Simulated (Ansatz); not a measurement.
Energy needed to pull apart SiH2SO (SMILES O1[SiH2]S1), closed shell, into free ground-state atoms, from the structure below (displaced at random from a GFN2-xTB minimum); no zero-point or spin–orbit terms; open-shell atoms are treated unrestricted, in their ground-state multiplicity.

```
5
angstrom
O 0.1291 -0.0412 1.1895
Si -0.1472 0.2817 -0.1572
S 1.2007 -1.0883 0.3855
H -1.0698 -0.4018 -1.0718
H 0.1134 1.6299 -0.4333
```

Computed with Ansatz 0.2.0 (basis: def2-TZVPP); correlated methods freeze the cores.

```csv
method,atomization energy (kJ/mol)
PBE-D4,1366
r2SCAN-D4,1353
PBE0-D4,1329
HSE06-D4,1331
LC-wPBE,1326
wB97M-V,1363
HF,?
MP2,?
CCSD,1244
CCSD(T),1278
```

(1) What does HF give? (To be estimated.)

(2) What does MP2 give? (Judge from chemistry; the value comes from the calculation.)

T1 diagnostic: at most 0.015.

## Answers

(1) By the calculation: 804 kJ/mol, which is about 474 kJ/mol less than CCSD(T)/def2-TZVPP.

(2) Computed: 1321 kJ/mol, which is about 44 kJ/mol more than CCSD(T)/def2-TZVPP.

In triple zeta the MP2 and coupled-cluster atomization energies are still short of their basis limit by a few kcal/mol a bond, whereas those of the functionals are nearly converged, so these differences are not deviations from converged CCSD(T).

For scale, one of the runs: CCSD(T)/def2-TZVPP forces, 143 basis functions (an equivalent command: `ansatz run in.yaml --threads 4`). Time: 31 s of wall clock on 4 CPU threads; the host was shared. Peak host memory: 1.4 GiB.
